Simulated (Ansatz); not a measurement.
Geometry optimisation, RKS PBE-D4/def2-SVP (Ansatz).

Input file:

```yaml
crystal:
  periodic: [false, false, false]
  atoms:
    - { symbol: Si, position_ang: [0.0, 0.0, 0.0] }
    - { symbol: Si, position_ang: [0.0, 0.0, 2.57] }
    - { symbol: H, position_ang: [-1.3148, -0.4067, 3.0574] }
    - { symbol: H, position_ang: [1.0096, -0.9353, 3.0574] }
    - { symbol: H, position_ang: [0.3052, 1.342, 3.0574] }
    - { symbol: H, position_ang: [1.3768, 0.0, -0.4862] }
    - { symbol: H, position_ang: [-0.6877, 1.1914, -0.4862] }
    - { symbol: H, position_ang: [-0.6877, -1.1914, -0.4862] }
    - { symbol: S, position_ang: [-2.3345, 0.0, 0.7757] }
    - { symbol: H, position_ang: [-3.0901, -0.8728, -0.0163] }
    - { symbol: H, position_ang: [-1.4548, 0.0, 2.0191] }
basis:
  gaussian: { orbitals: def2-SVP }
hamiltonian:
  xc: pbe
  dispersion: d4
relax:
  f_tol: 0.15
  max_steps: 25
  restrain:
    - { distance: [0, 8], at: 3.36, k: 30.0 }
    - { distance: [10, 1], at: 2.66, k: 30.0 }
    - { distance: [0, 1], at: 2.22, k: 30.0 }
    - { distance: [10, 8], at: 1.4, k: 30.0 }
output:
  orbitals: {}
```

Run as:

```bash
$ ansatz run input.yaml --threads 2 --pin off --max-ram 3072MiB --backend cpu --events-out ev --progress --plain --runs-dir out
```

Problem. Where does it end, and by what steps?

Solution. The run converged. The restraints hold the end off the free minimum. After 14 steps the energy has fallen by 4.248 eV (the restraints' own energy left out); H11 moved furthest, 1.11 Å. Parted: Si1–S9 (2.46 → 3.36 Å), Si2–H11 (1.56 → 2.67 Å).

```
step  energy less start (eV)  largest force component (eV/Å)  accepted
   0                  0.0000                           4.505       yes
   1                 -1.4197                           2.832       yes
   2                 -2.0374                           4.179       yes
   3                 -2.7372                           3.537       yes
   4                 -3.6603                           2.344       yes
   5                 -4.1178                           1.375       yes
   6                 -4.1839                           1.245       yes
   7                 -4.1939                           1.251       yes
   8                 -4.1919                           1.245        no
   9                 -4.2030                           1.237       yes
  10                 -4.2092                           1.276       yes
  11                 -4.2155                           1.427       yes
  12                 -4.2217                           1.456       yes
  13                 -4.2331                           1.494       yes
  14                 -4.2478                           1.189       yes
```

```xyz
11
Properties=species:S:1:pos:R:3
Si 0.277 -0.058 0.052
Si 0.104 -0.077 2.306
H -0.853 -1.137 2.791
H 1.439 -0.387 2.937
H -0.353 1.248 2.856
H 1.728 -0.307 -0.295
H -0.110 1.262 -0.547
H -0.512 -1.168 -0.589
S -2.941 0.473 0.879
H -3.107 -0.830 0.516
H -2.551 0.109 2.156
```

The run took 21 s on 2 threads of Arm Neoverse V2 (shared host), peak memory 0.13 GiB.
